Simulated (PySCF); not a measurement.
Geometries of 2 isomers of CH6OSi, from PySCF, PBE0-D3(BJ)/def2-SVP geometry optimisation, gas phase. One conformer each, no zero-point energy, no frequencies.

Task: Which isomer lies lower at this level?
A.
```xyz
9
angstrom
C      1.373   -0.211    0.056
O      0.180   -0.318   -0.665
Si    -1.301    0.154   -0.074
H      2.193   -0.627   -0.549
H      1.626    0.840    0.290
H      1.337   -0.772    1.009
H     -1.636   -0.592    1.180
H     -2.299   -0.150   -1.134
H     -1.312    1.619    0.238
```
B.
```xyz
9
angstrom
C     -1.166   -0.166   -0.011
Si     0.692   -0.398    0.046
O      1.523    0.964   -0.448
H     -1.676   -1.101    0.270
H     -1.497    0.114   -1.023
H     -1.498    0.618    0.687
H      1.107   -1.474   -0.897
H      1.088   -0.782    1.441
H      1.458    1.736    0.120
```

Result: B. That is `O[SiH2]C`, 20.8 kcal/mol below the other.

```
  SMILES  atoms numbered as above      E (Eh)  relative (kcal/mol)  relative (kJ/mol)  dipole (D)
C[SiH2]O    [CH3:1][SiH2:2][OH:3]  -406.04214                  0.0                0.0        1.77
CO[SiH3]     [CH3:1][O:2][SiH3:3]  -406.00892                 20.8               87.2        1.11
```

As drawn, the lower has an O–H bond and an Si–C bond, which the higher lacks.
